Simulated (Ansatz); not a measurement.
HNB, quartet in 6-31G: errors against full CI

Geometry: a point of a stretch scan, not a stationary point.

```yaml
atoms:
  - { symbol: B, position_ang: [0.0000, 0.0827, 0.8621] }
  - { symbol: N, position_ang: [0.0000, -0.1147, -0.5896] }
  - { symbol: H, position_ang: [0.0000, 0.7063, -1.0536] }
```

Basis 6-31G; Ansatz 0.2.0. Correlated methods freeze the noble-gas cores, which leaves 9 electrons in 18 orbitals. Prefix R: restricted or restricted open-shell reference; prefix U: unrestricted. Active spaces: pair = (5e, 5o) about the gap; valence = (9e, 9o) chosen from the atoms' valence shells.

Full CI is exact within this basis and frozen core; it isn't the basis-set limit. The frozen core follows each run's orbitals, which can shift R against U totals by a few meV.

For open shells CISD is restricted-active-space CI with the open shells as a complete middle space.

```
UHF ⟨S²⟩                          : 3.754
T1 diagnostic (RCCSD)             : 0.0236
largest doubles amplitude (RCCSD) : 0.046
```

```tsv
level	E − E(full CI) (kJ/mol)	share of correlation (%)	wall time
CISD	18.5	94.16	0.66 s
CASSCF (pair space)	270.0	14.62	–
MRCISD (pair space)	17.0	94.62	–
MRCISD+Q (pair space)	3.5	98.91	1.7 s
CASSCF (valence space)	127.3	59.75	–
NEVPT2 (valence space)	36.6	88.41	2.3 s
MRCISD (valence space)	8.5	97.31	–
MRCISD+Q (valence space)	5.7	98.20	4.4 s
```

The correlation energy at full CI, counted from the determinant under the R cluster runs, is -3.277 eV. That run took 1.7 min on 1 thread of Arm Neoverse V1, shared host over 7,588,672 determinants.

Run but not shown, since their state or frozen core can't be matched to the reference's or they repeat it: RHF, UHF, RMP2, UMP2, RCCSD, UCCSD, RCCSD(T), UCCSD(T), BCCD(T), RCCSDT, UCCSDT, RCCSDT(Q), UCCSDT(Q), RCCSDTQ.

Times hold each run's SCF and search for its determinant on a shared host, so for small cases they say little of a method's own cost; they ran on 1 thread of Arm Neoverse V1.

The full-CI state has the irrep A'' of Cs, in the program's axes.

Natural occupations of full CI about the gap: 1.981 1.968 1.956 0.996 0.995 0.991 0.030 0.025 0.022 0.014; effectively unpaired electrons, Σ n²(2−n)², 3.02.
